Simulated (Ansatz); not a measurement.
Geometry optimisation, UKS PBE0-D4/6-31G* in Ansatz.

Input file:

```yaml
crystal:
  periodic: [false, false, false]
  atoms:
    - { symbol: Si, position_ang: [0.06532, 0.000217, -0.072078] }
    - { symbol: H, position_ang: [0.022005, -0.000537, 1.405284] }
    - { symbol: "N", position_ang: [1.631877, 0.000346, -0.810472] }
    - { symbol: H, position_ang: [2.202133, -0.831435, -0.742713] }
    - { symbol: H, position_ang: [2.203582, 0.830968, -0.740275] }
    - { symbol: H, position_ang: [-0.651664, 1.221687, -0.5346] }
    - { symbol: H, position_ang: [-0.651694, -1.220724, -0.535955] }
    - { symbol: H, position_ang: [-0.048658, -0.00052, 3.267208] }
magnetization:
  spin_polarized: true
  initial_magnetization: 1
basis:
  gaussian: { orbitals: "6-31G*" }
hamiltonian:
  xc: pbe0
  dispersion: d4
relax:
  f_tol: 0.03
  max_steps: 50
```

Command:

```bash
$ ansatz run input.yaml --threads 1 --pin off --max-ram 2048MiB --backend cpu --events-out ev --progress --plain --runs-dir out
```

Task: Where does it end, and by what steps?

Result: It converged. The force dipped under the threshold on the way, but the program's further checks kept it going. After 6 steps the energy has fallen by 0.036 eV; H8 moved furthest, 0.71 Å.

| step | energy less start (eV) | largest force component (eV/Å) | accepted |
| --- | --- | --- | --- |
| 0 | 0.0000 | 0.582 | yes |
| 1 | -0.0114 | 0.138 | yes |
| 2 | -0.0205 | 0.141 | yes |
| 3 | -0.0311 | 0.057 | yes |
| 4 | -0.0353 | 0.062 | yes |
| 5 | -0.0360 | 0.030 | yes |
| 6 | -0.0363 | 0.009 | yes |

```xyz
8
Properties=species:S:1:pos:R:3
Si 0.077 0.000 -0.187
H 0.015 -0.001 1.310
N 1.652 0.000 -0.909
H 2.224 -0.829 -0.822
H 2.225 0.829 -0.821
H -0.635 1.222 -0.653
H -0.636 -1.221 -0.654
H -0.149 -0.001 3.972
```

Whether the end is a true minimum wasn't checked by a vibrational analysis.

Time of the run: 16 s on 1 thread of Arm Neoverse V1 (shared host), peak memory 0.12 GiB.
